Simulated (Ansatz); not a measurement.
**A ladder of methods for S2 (sulfur dimer)**

The species is S2 (2 atoms), meant as a triplet with charge 0. SMILES: `S=S`. Geometry: the measured bond length.

```xyz
2

S     0.0000    0.0000    0.0000
S     0.0000    0.0000    1.8892
```

Quantity: the energy change with the S1–S2 bond stretched from 1.889 to 2.361 Å, in eV. The values are calculated.

| level | kind | program | value (eV) | CPU time (all runs) |
| --- | --- | --- | --- | --- |
| UHF/STO-3G | Hartree–Fock | Ansatz | 1.36 | 0.47 s |
| USVWN5/STO-3G | LDA | Ansatz | 1.70 | 1.1 s |
| U-revPBE/STO-3G | GGA | Ansatz | 1.45 | 1.6 s |
| U-r2SCAN/STO-3G | meta-GGA | Ansatz | 1.72 | 5.6 s |
| UPBE0/STO-3G | global hybrid | Ansatz | 2.01 | 3.4 s |
| U-wB97X/STO-3G | range-separated hybrid | Ansatz | 2.20 | 13 s |
| UCAM-B3LYP/STO-3G | range-separated hybrid | Ansatz | 2.03 | 3.2 s |
| RPA@PBE/STO-3G | RPA | Ansatz | 1.10 | 1.9 s |
| UBCCD(T)/STO-3G | coupled cluster or CI | Ansatz | 1.58 | 0.67 s |
| UCCSDT/STO-3G | coupled cluster or CI | Ansatz | 1.46 | 0.85 s |

The first shape isn't each level's own minimum. The values span 1.10 to 2.20 eV. Spin contamination of the reference (⟨S²⟩ at least 0.1 too high) touches UHF/STO-3G, UBCCD(T)/STO-3G, UCCSDT/STO-3G. The coupled-cluster rows rest on a doubtful reference here (large T1 or Brueckner and Hartree–Fock orbitals at odds), and rows may lie in different states. All rows use very small basis sets, so none should be taken for the real molecule's value. In so small a basis fixed costs decide the times, and correlated methods can beat functionals. Times are those of the runs behind each value, whatever else they computed, on shared processors of several kinds: orders of magnitude only.
